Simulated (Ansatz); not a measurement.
System: rock-salt ZrC. Method: PBE0 in Ansatz (PAW).

Run with plane-wave cutoff 460 eV, 10×10×10 k mesh, Fermi–Dirac smearing 0.05 eV, scalar-relativistic PAW data made under PBE.

Computed at the level's own relaxed cell.

Q: Predict the equilibrium volume per atom, bulk modulus B0, equilibrium lattice constant a and pressure derivative B′ of the bulk modulus.

A: 
* **equilibrium volume per atom**: 12.91 Å³/atom
* **bulk modulus B0**: 239 GPa
* **equilibrium lattice constant a**: 4.692 Å
* **pressure derivative B′ of the bulk modulus**: 4.0

Measured, for comparison: equilibrium volume per atom 12.95 Å³/atom, lattice constant a 4.696 Å (temperature not stated, not corrected to a static lattice; as tabulated in Zhang et al. (2018), doi:10.1088/1367-2630/aac7f0); bulk modulus 223 GPa (temperature not stated, not corrected to a static lattice, from single-crystal elastic constants, our sources range from 208 to 223; as tabulated in arXiv:1102.4063). Computed (rounded) less measured: equilibrium volume per atom -0.3 %, bulk modulus +7 % (+7 % to +15 % over the range), lattice constant a -0.1 %. A static lattice is as a rule a little smaller and stiffer than an uncorrected measurement, which narrows the difference in the equilibrium volume per atom, bulk modulus and would widen misses of the other sign.

Computed values are for the static lattice.

Ansatz is a quantum-chemistry and plane-wave program.
